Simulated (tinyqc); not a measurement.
Inside a calculation. Method: RHF in the sto-3g basis, for H2F+, spin multiplicity 1. One step of it, computed by the program tinyqc.

Question. Orthogonalisation. S = U s U^T; symmetric (Loewdin) form X = U s^(-1/2) U^T, so that X^T S X = 1.

overlap S, lower triangle:
```
           1F 1s     1F 2s    1F 2px     1F 2py    1F 2pz     2H 1s     3H 1s
1F 1s   1.000000
1F 2s   0.237990  1.000000
1F 2px  0.000000  0.000000  1.000000
1F 2py  0.000000  0.000000  0.000000   1.000000
1F 2pz  0.000000  0.000000  0.000000   0.000000  1.000000
2H 1s   0.053430  0.470954  0.000000   0.301757  0.196692  1.000000
3H 1s   0.054451  0.476509  0.000000  -0.303862  0.198297  0.266107  1.000000
```

Give: eigenvalues of S; X.

Answer.

eigenvalues of S: 0.3705  0.4187  0.9019  1.0000  1.0782  1.3154  1.9153

X, lower triangle:
```
          1F 1s    1F 2s  1F 2px   1F 2py   1F 2pz    2H 1s   3H 1s
1F 1s    1.0243
1F 2s   -0.1430   1.2350
1F 2px   0.0000   0.0000  1.0000
1F 2py   0.0001  -0.0021  0.0000   1.1089
1F 2pz  -0.0080   0.0869  0.0000  -0.0007   1.0355
2H 1s    0.0207  -0.2788  0.0000  -0.2262  -0.1145   1.1949
3H 1s    0.0209  -0.2852  0.0000   0.2288  -0.1166  -0.1113  1.2001
```
